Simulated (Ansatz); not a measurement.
# P2 (triplet): wave-function methods side by side, def2-QZVPP

The task here is to estimate one member of a computed series from the others.

Computed with Ansatz 0.2.0, Gaussian basis. Level: def2-QZVPP, core rule «outside noble gas», up to 10 orbitals frozen.

The runs, in order: UHF; ROHF; CCSD(T) on UHF.

2 further runs of the same task are left out: 2 set aside as unsound or not needed.

## The geometry

The geometry is a PBE0/def2-TZVP stationary point (not a proven minimum).

2 atoms, charge 0, spin multiplicity 3.

Atoms are counted from 1 here; the program's logs count them from 0.

Bond lengths: P1–P2 2.056 Å.

The first run:

Input file in.yaml:

```yaml
crystal:
  periodic: [false, false, false]
  atoms:
    - {symbol: P, position_ang: [0.000000, 0.000000, 0.000000]}
    - {symbol: P, position_ang: [0.000000, 0.000000, 2.055800]}
basis:
  gaussian: {orbitals: "def2-QZVPP.json"}
magnetization: {spin_polarized: true, initial_magnetization: 2}
hamiltonian: {xc: hf}
output: {orbitals: {seedname: orbitals}}
```

Started as:

```bash
$ ansatz run in.yaml --threads 1 --pin off --events-out ev --progress --plain --max-ram 3968MiB --backend cpu
```

Steps of the session up to this table: UHF; ROHF; CCSD(T) on UHF.

One table of the session follows, with a row left open; its other results are not shown here.

| method | from UCCSD(T) (kcal/mol) |
| --- | --- |
| ROHF | +192.12 |
| UHF | +180.06 |
| UMP2 | ? |
| UCCSD | +12.07 |
| UCCSD(T) | 0 |

Q: Estimate the row for UMP2 from the others.

The run gave: from UCCSD(T) (kcal/mol): +41.04. In the column «from UCCSD(T) (kcal/mol)» it lies between UCCSD (+12.07) and UHF (+180.06).

The program flags UCCSD(T) as in doubt (see the logs), so the zero of the table is itself unsure.

To keep in mind: The determinant is far from a pure spin state, so its energy mixes those of several spin states (harmless only where they are near-degenerate, as at dissociation). The program flags UCCSD(T) as in doubt, so the zero of the table is itself unsure.
